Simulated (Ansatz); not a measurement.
Band gap (eV) of solids drawn from the class of layered crystals, at two levels: PBE (Ansatz, a first-principles code, plane waves, PAW), and PBE0 (plane waves, PAW; Ansatz).

PBE values are at the measured cell, PBE0 values at the measured cell.

```
solid                  PBE  PBE0
--------------------  ----  ----
tetradymite Bi2Te3    0.29  1.13
tetradymite Bi2Se3    0.21     ?
litharge SnO          0.06  1.05
litharge PbO          1.20  2.52
rhombohedral A7 Sb    0.00  0.00
rhombohedral A7 Bi    0.00  0.00
1T (CdI2-type) PbI2   2.22  3.56
1T (CdI2-type) SnS2   1.38     ?
1T (CdI2-type) ZrSe2  0.24  1.52
1T (CdI2-type) SnSe2  0.53  1.81
```

Estimate the withheld PBE0 values from the other rows.

One way: carry over the typical difference. The differences PBE0 − PBE of the other rows, in order: 0.00, 0.00, 0.84, 0.99, 1.28, 1.28, 1.32, 1.34; median 1.135. Tetradymite Bi2Se3: 0.21 + (1.135) = 1.34 eV; the run gives 1.17 eV. 1T (CdI2-type) SnS2: 1.38 + (1.135) = 2.51 eV; the run gives 2.94 eV. The differences spread from 0.00 to 1.34, so such an estimate is rough. 1T (CdI2-type) SnS2 lies outside that spread.

Over all 10 rows PBE0 is the larger in 8.

Ansatz's runs of these crystals have no spin polarisation.

Levels without +SOC have no spin–orbit coupling; where heavier elements are present it shifts gaps, mostly down, and can invert bands. A gap of zero means that the bands touch or overlap. Density-functional gaps are differences of (generalised) Kohn–Sham levels. Ansatz's density-functional and Hartree–Fock values are scalar-relativistic unless marked +SOC, with PAW data made under PBE.
